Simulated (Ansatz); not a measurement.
**C3H3NO: up Jacob's ladder to CCSD(T)**

One table from this session's results is given with a row withheld; the runs are named, their logs left out.

Method: functionals in def2-TZVPP, the program's frozen cores in correlated methods; program: Ansatz 0.2.0, Gaussian basis.

Levels to be run: LDA (SPW92), PBE-D4, revPBE-D4, BLYP-D4, r2SCAN-D4, B97M-V, PBE0-D4, B3LYP-D4, r2SCANh-D4, r2SCAN0-D4, HSE06-D4, BHLYP-D4, CAM-B3LYP-D4, LC-ωPBE, ωB97X-V, ωB97M-V, B2PLYP, PBE-QIDH; CCSD(T)/def2-SVP; CCSD(T)/def2-TZVPP; MP2/def2-QZVPP; extrapolation to the limit; RPA on PBE.

### The geometry

The geometry comes from an earlier relaxation with PBE0-D4 in a triple-zeta def2 set; it is a stationary point, not always the lowest conformer.

SMILES `OC1=CC=N1`, 8 atoms, charge 0, spin multiplicity 1.

Atoms are counted from 1 here; the program's logs count them from 0.

Bond lengths: O1–C2 1.304 Å, O1–H6 0.967 Å, C2–C3 1.343 Å, C2–N5 1.513 Å, C3–C4 1.506 Å, C3–H7 1.075 Å, C4–N5 1.291 Å, C4–H8 1.089 Å. Angles: C2–O1–H6 107.9°, O1–C2–C3 139.3°, O1–C2–N5 124.1°, C3–C2–N5 96.7°, C2–C3–C4 81.3°, C2–C3–H7 138.9°, C4–C3–H7 139.8°, C3–C4–N5 99.3°, C3–C4–H8 134.6°, N5–C4–H8 126.1°, C2–N5–C4 82.7°.

Set-up of the first run:

The input, in.yaml:

```yaml
crystal:
  periodic: [false, false, false]
  atoms:
    - {symbol: O, position_ang: [-0.096658, 1.893727, -0.126192]}
    - {symbol: C, position_ang: [0.010444, 0.596365, -0.050573]}
    - {symbol: C, position_ang: [0.956525, -0.352689, -0.132231]}
    - {symbol: C, position_ang: [-0.234712, -1.239266, 0.120567]}
    - {symbol: N, position_ang: [-1.153554, -0.336566, 0.200706]}
    - {symbol: H, position_ang: [-1.026415, 2.123438, 0.004083]}
    - {symbol: H, position_ang: [2.016919, -0.428497, -0.293766]}
    - {symbol: H, position_ang: [-0.380349, -2.313714, 0.221608]}
basis:
  gaussian: {orbitals: def2-TZVPP}
hamiltonian: {xc: lda}
output: {orbitals: {seedname: orbitals}}
```

Command:

```sh
> ansatz run in.yaml --threads 2 --pin off --events-out ev --progress --plain --max-ram 4352MiB
```

Among the steps run: LDA; PBE-D4 (GGA); revPBE-D4 (GGA); BLYP-D4 (GGA); r2SCAN-D4 (meta-GGA); B97M-V (meta-GGA); PBE0-D4 (hybrid); B3LYP-D4 (hybrid); r2SCANh-D4 (hybrid); r2SCAN0-D4 (hybrid); HSE06-D4 (hybrid); BHLYP-D4 (hybrid); CAM-B3LYP-D4 (range-separated); LC-ωPBE (range-separated); ωB97X-V (range-separated); ωB97M-V (range-separated); B2PLYP (double hybrid); PBE-QIDH (double hybrid).

One of the session's tables, all rows but one given; the rest of the session is left out.

It belongs to the step «Orbital energies across the functionals». 

```
  functional  HOMO (eV)  LUMO (eV)  gap (eV)
 LDA (SPW92)      -4.96      -3.07      1.89
      PBE-D4      -4.75      -2.79      1.96
   revPBE-D4      -4.67      -2.69      1.98
     BLYP-D4      -4.61      -2.66      1.96
   r2SCAN-D4      -4.88      -2.63      2.25
      B97M-V          ?          ?         ?
     PBE0-D4      -5.86      -1.76      4.10
    B3LYP-D4      -5.66      -2.00      3.66
  r2SCANh-D4      -5.31      -2.25      3.07
  r2SCAN0-D4      -5.96      -1.67      4.29
    HSE06-D4      -5.45      -2.15      3.31
    BHLYP-D4      -6.84      -0.60      6.24
CAM-B3LYP-D4      -7.22      -0.57      6.65
     LC-ωPBE      -8.58       0.67      9.25
     ωB97X-V      -8.17       0.60      8.77
     ωB97M-V      -8.09       0.52      8.61
```

Estimate the missing values for B97M-V.

As computed: HOMO (eV): -4.88; LUMO (eV): -2.48; gap (eV): 2.40.
